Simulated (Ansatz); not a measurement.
```xyz
10

H     0.0000    0.0000    2.1293
N     0.0000    0.0000    1.1187
C     0.0000    1.1245    0.3336
C     0.0000   -1.1245    0.3336
C     0.0000    0.7084   -0.9838
C     0.0000   -0.7084   -0.9838
H     0.0000    2.1129    0.7705
H     0.0000   -2.1129    0.7705
H     0.0000    1.3573   -1.8491
H     0.0000   -1.3573   -1.8491
```

Basis set: pcseg-2 (spherical functions). Charge 0, multiplicity 3.

Computed with Ansatz (development build ahead of 0.2.0); each method stands on the lowest determinant of its kind that the runs found. Restricted functionals stand beside restricted open-shell atoms, which can lie above the unrestricted atoms usual in DFT and then raise those values.

(1) Give the atomization energy at this shape (free ground-state atoms in the same class of orbitals less the molecule, no zero-point energy) of triplet C₄H₅N by PBE0 (unrestricted), PBE (unrestricted), PBE (restricted open-shell).

Results:

(1)

```json
{"method": "PBE0 (unrestricted)", "atomization energy": "42.83 eV"}
{"method": "PBE (unrestricted)", "atomization energy": "43.78 eV"}
{"method": "PBE (restricted open-shell)", "atomization energy": "43.90 eV"}
```

Caution: other spin multiplicities may lie lower.

The shape needn't be a minimum at these levels.
